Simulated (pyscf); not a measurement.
`[OH][Si]([OH])([F])[F]` + `[FH]` -> `[OH][Si]([OH])([F])[F]` + `[FH]` (four-centre exchange; singlet surface; H–O, F–H broken, H–O, F–H formed). Optimised with ωB97X-D3(BJ)/def2-SVP in PySCF. Energies in eV from the separated reactants.

```
level                   barrier  reaction energy
----------------------  -------  ---------------
PBE/def2-TZVP                 …             0.00
r²SCAN/def2-TZVP           1.35             0.00
B3LYP-D3(BJ)/def2-TZVP     1.47             0.00
PBE0-D3(BJ)/def2-TZVP         …             0.00
M06-2X/def2-TZVP           1.53             0.00
HF/def2-TZVP               2.41             0.00
```

Complete the blanks.


- PBE/def2-TZVP, barrier: 1.20
- PBE0-D3(BJ)/def2-TZVP, barrier: 1.42

The functionals in the table span 0.33 eV in this barrier, from PBE to M06-2X. On the reactant side the descent ends in a complex (not fully relaxed), 0.27 eV under the separated species and 1.83 eV under the saddle at ωB97X-D3(BJ)/def2-TZVP. On the product side the descent ends in a complex (not fully relaxed), 0.28 eV under the separated species and 1.85 eV under the saddle at ωB97X-D3(BJ)/def2-TZVP. The same reactants have a lower exit, to HO–Si(F)(F)–F + H₂O (barrier +0.56 eV at ωB97M-D3(BJ)/def2-TZVP, against +1.53 eV here). Another saddle between the same species, by other bonds, lies lower (1.07 eV against 1.53 eV at ωB97M-D3(BJ)/def2-TZVP).
